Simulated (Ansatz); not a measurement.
B₃H₆, relaxed as a doublet with UKS PBE-D4/def2-TZVP in Ansatz, starting from the GFN2-xTB geometry. Force threshold 0.02 eV/Å.

The relaxation made no stability test and no search for a lower SCF solution. The structure comes from a short search, and lower isomers may exist.

Start:

```xyz
9

B     0.849    0.555    0.114
B    -0.331    0.052   -0.961
B    -0.459   -0.527    0.738
H     0.127   -0.923    1.672
H     0.770    1.565    0.719
H    -1.103    0.848   -1.353
H     1.932    0.118   -0.027
H    -0.184   -0.904   -1.637
H    -1.601   -0.785    0.736
```

| step | energy (eV) | largest force component (eV/Å) | SCF passes |
| --- | --- | --- | --- |
| 1 | -2120.2533 | 1.079 | 18 |
| 2 | -2120.4516 | 0.452 | 21 |
| 3 | -2120.4743 | 0.076 | 20 |
| 4 | -2120.4771 | 0.062 | 19 |
| 5 | -2120.4775 | 0.026 | 14 |
| 6 | -2120.4776 | 0.005 | 14 |
| 7 | -2120.4776 | 0.004 | 13 |
| 8 | -2120.4776 | 0.005 | 13 |
| 9 | -2120.4776 | 0.021 | 20 |
| 10 (rejected) | -2120.4775 | 0.115 | 21 |
| 11 | -2120.4780 | 0.052 | 20 |
| 13 | -2120.4802 | 0.248 | 21 |
| 15 | -2120.4946 | 0.387 | 19 |
| 17 | -2120.6047 | 0.831 | 24 |
| 19 | -2120.7287 | 0.233 | 23 |
| 21 | -2120.9095 | 0.400 | 24 |
| 23 | -2120.9975 | 0.773 | 23 |
| 25 | -2121.0360 | 0.143 | 21 |
| 27 | -2121.0405 | 0.052 | 21 |
| 29 | -2121.0413 | 0.029 | 21 |
| 31 | -2121.0435 | 0.139 | 19 |
| 33 | -2121.0587 | 0.141 | 19 |
| 35 | -2121.0676 | 0.058 | 20 |
| 37 | -2121.0684 | 0.194 | 21 |
| 39 | -2121.0707 | 0.007 | 22 |

Force components are those of the run's own axes.

End:

```xyz
9

B     0.630    0.530    0.186
B    -0.558   -0.133   -0.897
B    -0.482   -0.745    0.589
H     0.359   -0.298    1.403
H     0.447    1.635    0.650
H     0.224    0.786   -1.232
H     1.798    0.258    0.013
H    -1.284   -0.426   -1.790
H    -1.135   -1.607    1.079
```

By distances, no bond broke or formed. The bond that changes most is B2–B3, from 1.80 to 1.61 Å (atoms count from 1). A close non-bonded pair moves further: H6–H7, from 3.39 to 2.08 Å. The end is the same structure that another start reached, the lowest one found.

The force fell under the threshold at step 6, but the optimiser went on and released 0.593 eV more. No frequencies were taken in this run, so the end may be a saddle point.

It took 34 s on 4 threads of Arm Neoverse V1 on a shared host.
